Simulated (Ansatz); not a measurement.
```yaml
crystal:
  periodic: [false, false, false]
  atoms:
    - {symbol: Mn, position_ang: [0.000000, 0.000000, 0.000000]}
    - {symbol: C, position_ang: [0.000000, 0.000000, 2.150000]}
basis:
  gaussian: {orbitals: def2-TZVP}
total_charge: 1
magnetization: {spin_polarized: true, initial_magnetization: 2}
hamiltonian: {xc: pbe0}
relax: {f_tol: 0.004, max_steps: 80}
```

```sh
$ ansatz run in.yaml --threads 1 --pin off --events-out ev --progress --plain --max-ram 2176MiB
```

Steps of the relaxation (energy above the last step; positions in Å, forces in eV/Å):

```
2
step 1, 1015.0 meV
Mn    0.000    0.000    0.000    0.000    0.000    3.435
C     0.000    0.000    2.150    0.000    0.000   -3.435
```

```
2
step 2, 140.1 meV
Mn    0.000    0.000    0.156    0.000    0.000    1.751
C     0.000    0.000    1.994    0.000    0.000   -1.751
```

```
2
step 3, 11.1 meV
Mn    0.000    0.000    0.252    0.000    0.000   -0.556
C     0.000    0.000    1.898    0.000    0.000    0.556
```

```
2
step 5, 0.0 meV
Mn    0.000    0.000    0.232    0.000    0.000    0.003
C     0.000    0.000    1.918    0.000    0.000   -0.003
```

Close pairs at the end: Mn1–C2 1.686 Å.

A stationary point of unrestricted PBE0 after 5 steps, with ⟨S²⟩ = 3.643 against 2.00 for a pure state. 25 s on 1 thread of Intel Xeon 6975P-C, shared host.
